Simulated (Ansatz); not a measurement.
`F[SiH2][SiH3]` + Cl• → `F[SiH][SiH3]`• + HCl  (hydrogen abstraction from the Si–H bond)

Gas-phase electronic energies from Ansatz, PBE0-D4/def2-TZVP geometries. CBS: MP2 limit from def2 TZ/QZ plus the TZ coupled-cluster correction, frozen cores. This one scheme is used for every species, atoms too. DFT in def2-TZVPP. Open shells (•) are unrestricted, without spin–orbit coupling. Spin–orbit coupling would lower the free atoms: a little for Cl.

`F[SiH2][SiH3]`:

Z-matrix (Å, degrees):
```
Si
Si 1 2.343
F 1 1.607 2 109.8
H 1 1.486 2 111.3 3 -119.2
H 1 1.486 2 111.3 3 119.2
H 2 1.489 1 108.2 3 179.8
H 2 1.487 1 110.7 3 60.5
H 2 1.487 1 110.7 3 -60.8
```

`F[SiH][SiH3]`•:

```xyz
7

F    -0.776   -2.209   -0.587
Si   -1.154   -0.650   -0.440
Si    0.744    0.632    0.042
H    -2.225   -0.562    0.596
H     0.279    2.037    0.184
H     1.430    0.210    1.295
H     1.701    0.541   -1.090
```

HCl:

Z-matrix (Å, degrees):
```
Cl
H 1 1.279
```

| level | ΔE (kcal/mol) | difference from CCSD(T)/CBS |
| --- | --- | --- |
| BLYP-D4 | -13.5 | -2.0 |
| r2SCANh-D4 | -14.6 | -3.1 |
| CAM-B3LYP-D4 | -10.7 | 0.8 |
| BHLYP | -7.8 | 3.7 |
| RPA@PBE/def2-TZVPP | -5.3 | 6.2 |
| HF/def2-SVP | 1.3 | 12.8 |
| MP2/def2-TZVPP | -12.8 | -1.3 |
| SCS-MP2/def2-TZVPP | -9.4 | 2.1 |
| CCSD(T)/def2-TZVPP | -10.1 | 1.4 |
| SCS-MP2/def2-QZVPP | -10.3 | 1.2 |
| CCSD(T)/CBS | -11.5 | 0 |

Largest T1 diagnostic among the species: 0.015.

From PBE to PBE0 (25 % exact exchange), in def2-TZVPP and without D4, ΔE moves by +3.0 kcal/mol. At CCSD(T), def2-SVP lies +5.2 kcal/mol from the extrapolated value and def2-TZVPP +1.4 kcal/mol.

CCSD(T)/CBS has its own doubt, a few kJ/mol and more with outer-core shells, so smaller differences from it don't rank the levels.
